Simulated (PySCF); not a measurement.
**A diatomic session: NaO+**

The task here is to estimate one member of a computed series from the others.

Computed with PySCF 2.14.0. Level: Na pcseg-1, O pcseg-1, no relativity.

Set-up of the first run:

Settings of the job:

```
atoms                         : Na, O
charge                        : 1
basis                         : Na pcseg-1, O pcseg-1
Hamiltonian                   : no relativity
basis functions               : 24
electrons treated             : 18
masses in u                   : 22.9898, 15.9949
levels                        : PBE0, PBE, r²SCAN, revPBE, MN15, r²SCANh, ωB97X, HF, MP2, SCS-MP2, CCSD, CCSD(T)
grid                          : 80 radial by 434 angular points
occupations                   : held fixed by the projection of orbital angular momentum
dissociation limit            : Na+ + O, each in its ground configuration
starting distance in angstrom : 2.275
values of 2S to try           : 0, 2
```

Started as:

```bash
> OMP_NUM_THREADS=1 python dia.py task.json out
```

Steps of the session up to this table: The job; PBE0 along the bond; Excited determinants; PBE (GGA); r²SCAN; revPBE (GGA); MN15 (hybrid meta-GGA); r²SCANh (hybrid meta-GGA); ωB97X (range-separated hybrid); UHF; MP2 and coupled cluster.

One of the session's tables, all rows but one given; the rest of the session is left out.

Energy (eV) from each level's lowest point:

```
R (Å)    UHF  UHF-MP2  UHF-SCS-MP2  UHF-CCSD  UHF-CCSD(T)
2.183  0.147    0.164        0.165       n/a          n/a
2.285  0.065    0.076        0.077     0.078        0.078
2.387  0.022    0.028        0.028     0.029        0.029
2.463  0.006    0.009        0.010     0.010        0.010
2.539      ?        ?            ?         ?            ?
2.615  0.001    0.000        0.000     0.000        0.000
2.717  0.008    0.006        0.006     0.006        0.006
2.844  0.024    0.022        0.022     0.022        0.022
2.996  0.047    0.045        0.046     0.046        0.046
3.199  0.079    0.080        0.080       n/a          n/a
```

**Question.** Estimate the row for R (Å) = 2.539.

Worked estimate for «UHF». A straight line through the neighbours (2.463, 0.006) and (2.615, 0.001) gives 0.006 + (0.001 − 0.006) × (2.539 − 2.463) / (2.615 − 2.463) = 0.004; a parabola fitted to 4 rows on both sides gives 0.000.

The run gave: UHF: 0.000; UHF-MP2: 0.001; UHF-SCS-MP2: 0.001; UHF-CCSD: 0.001; UHF-CCSD(T): 0.001. In «UHF» the line misses by +0.004 and the parabola by 0.000.

Caveats from the session: The bond is weak, and basis-set superposition, which was not computed, may be a sizeable part of it.
